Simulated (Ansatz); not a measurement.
This geometry of BH4N + ClH (8 atoms, charge 0, multiplicity 1) is a first-order saddle point.

Level of theory: Ansatz, RKS r2SCAN-D4/def2-SVP.

```xyz
8
Properties=species:S:1:pos:R:3
B -0.006 0.037 0.259
N -0.006 0.034 1.754
H -0.803 -0.372 2.240
H 0.868 -0.154 2.241
H 1.063 0.023 -0.287
H -1.035 -0.250 -0.288
Cl -0.322 2.475 0.527
H -0.179 1.369 1.550
```

Problem. Which two structures does it join? (They come from a converged band through this point; their orientation in space is the band's.)

Solution. Bonds broken: Cl7–H8. Bonds formed: B1–Cl7, N2–H8. BH4N + ClH becomes BClH5N.

First end point:

```xyz
8
Properties=species:S:1:pos:R:3
B 0.043 -0.343 0.222
N 0.026 -0.210 1.617
H -0.811 -0.343 2.176
H 0.869 -0.119 2.175
H 1.098 -0.248 -0.354
H -1.001 -0.528 -0.353
Cl -0.404 3.114 1.155
H -0.241 1.839 1.359
```

Last end point:

```xyz
8
Properties=species:S:1:pos:R:3
B -0.006 0.451 0.180
N -0.126 0.161 1.783
H -0.295 -0.829 1.980
H 0.734 0.447 2.260
H 0.952 -0.195 -0.201
H -1.079 0.129 -0.294
Cl 0.291 2.290 0.103
H -0.891 0.709 2.186
```

Problem. How far does it lie above each of them?

Solution. 0.51 eV above the first and 1.24 eV above the second. This is the barrier of this one path; another mechanism may lie lower. The orbitals stay closed-shell, which can raise the energy where a bond breaks towards radicals; this wasn't checked here.

The run took 3.2 min on 1 thread of Arm Neoverse V1, on a shared host, peak memory 0.13 GiB.
